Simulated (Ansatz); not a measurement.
Consider the formal exchange of groups at a C–O bond: `CCC(C)O` + ethylene → `C=CC(C)CC` + H₂O.

Isolated molecules relaxed with PBE0-D4/def2-TZVP in Ansatz; ΔE leaves out vibrations. CBS: MP2 limit from def2 TZ/QZ plus the TZ coupled-cluster correction, frozen cores. This one scheme is used for every species. Functionals use def2-TZVPP. B3LYP here is the variant with VWN-RPA as its local correlation; programs differ in this. Each species was taken in one conformer, which may not be the lowest.

CCSD(T)/CBS gives -49.4 kJ/mol.

(1) Another level gave -27.4 kJ/mol. Which?
A. ωB97X-V/def2-TZVPP
B. HF/def2-TZVPP
C. CCSD/def2-TZVPP
D. B3LYP/def2-TZVPP

Largest T1 diagnostic among the species: 0.011.

Results:

(1) B. HF/def2-TZVPP -27.4, B3LYP -31.4, ωB97X-V -39.3, CCSD/def2-TZVPP -43.9 kJ/mol.

The D4 term adds −9.6 kJ/mol with B3LYP and −5.7 kJ/mol with PBE0; it sums over pairs of atoms, weighted by their polarisabilities, and B3LYP, whose exchange is more repulsive, gets the larger term. In def2-TZVPP, CCSD(T) changes the Hartree–Fock value by −18.7 kJ/mol (the triples alone add −2.2 kJ/mol) and MP2 by −29.6 kJ/mol.
